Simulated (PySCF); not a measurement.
C4H4F2.
Structure used (GFN2-xTB), in Å, numbered top down from 1:
```
atom  x, y, z in Å
F1    -1.844    1.579    0.047
C2    -1.460    0.265   -0.022
C3     0.001    0.131    0.003
C4     1.210    0.593    0.046
F5     2.045    1.607    0.106
C6     1.135   -0.891   -0.016
H7    -1.914   -0.249    0.836
H8    -1.874   -0.143   -0.955
H9     1.337   -1.479    0.873
H10    1.372   -1.407   -0.940
```

Method used: TDDFT PBE0/def2-SVPD, vertical, gas phase, core orbitals frozen in the response (PySCF).

Excitation energies and transition dipoles (atomic units, axes of the coordinates) of those of the lowest 8 singlets that add 0.02 au or more to the mean polarisability:

| state | ΔE (hartree) | μx | μy | μz |
| --- | --- | --- | --- | --- |
| S2 | 0.2523 | -0.866 | -0.129 | -0.013 |
| S3 | 0.2561 | 0.150 | 0.026 | 0.060 |
| S4 | 0.2765 | 0.001 | 0.018 | -0.396 |
| S5 | 0.2802 | 0.011 | 0.012 | -0.187 |
| S6 | 0.3008 | 0.006 | 0.015 | -0.248 |
| S7 | 0.3076 | -0.526 | -0.386 | -0.028 |

**Question.** What does each state add to αxx, αyy and αzz, and how do the sums compare with the full static tensor?

**Answer.** Each state adds 2 μα² / ΔE.

```csv
state,αxx (au),αyy (au),αzz (au)
S2,5.94,0.13,0.00
S3,0.18,0.01,0.03
S4,0.00,0.00,1.13
S5,0.00,0.00,0.25
S6,0.00,0.00,0.41
S7,1.80,0.97,0.01
all 8 states,7.9,1.1,1.8
full response,57.5,48.6,37.2
share (%),14,2,5
```

The rest comes from the higher roots of the same response equations.

**Question.** Give the full tensor and its principal values.

**Answer.** In au, rows and columns x, y, z:
```
x   57.5 -0.3  0.4
y   -0.3 48.6  0.5
z    0.4  0.5 37.2
```
Principal values 37.1, 48.6 and 57.5 au; mean 47.8 au (7.08 Å³).

**Question.** By how much does the contribution of these states grow at 589.3 nm?

**Answer.** With ω = 0.0773 hartree each state's term in the mean polarisability goes from f / ΔE² to f / (ΔE² − ω²), f = (2/3) ΔE |μ|²; the sum over all 8 states goes from 3.62 to 3.95 au, a rise of 0.33 au.

A one-level model with all 34 active electrons at a single energy would need ΔE = √(N/α) = 23.0 eV to give this α, against S1 at 6.43 eV.

One conformer stands for the species.
